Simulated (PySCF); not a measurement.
Geometries of 2 isomers of C2H3ClF2, from PBE0-D3(BJ)/def2-SVP geometry optimisation, gas phase (PySCF). One conformer each, no zero-point energy, no frequencies.

Problem. Which is lower in electronic energy at this level?
A.
```xyz
8
angstrom
F     -0.106    0.329    1.691
C      0.141   -0.431    0.610
F     -0.668   -1.513    0.664
C     -0.177    0.329   -0.657
Cl     0.938    1.688   -0.884
H      1.192   -0.766    0.647
H     -1.204    0.714   -0.594
H     -0.091   -0.345   -1.519
```
B.
```xyz
8
angstrom
C     -0.790   -0.134    0.015
C      0.682    0.159    0.022
F      1.182    0.063    1.260
F      0.926    1.403   -0.407
Cl     1.583   -0.973   -1.028
H     -0.969   -1.150    0.390
H     -1.186   -0.046   -1.004
H     -1.291    0.593    0.669
```

Solution. B. That is 1-chloro-1,1-difluoroethane (`ClC(C)(F)F`), 7.3 kcal/mol below the other.

| SMILES | atoms numbered as above | E (Eh) | relative (kcal/mol) | relative (kJ/mol) | dipole (D) |
| --- | --- | --- | --- | --- | --- |
| CC(F)(F)Cl | [CH3:1][C:2]([F:3])([F:4])[Cl:5] | -737.12840 | 0.0 | 0.0 | 2.10 |
| FC(F)CCl | [F:1][CH:2]([F:3])[CH2:4][Cl:5] | -737.11671 | 7.3 | 30.7 | 1.44 |
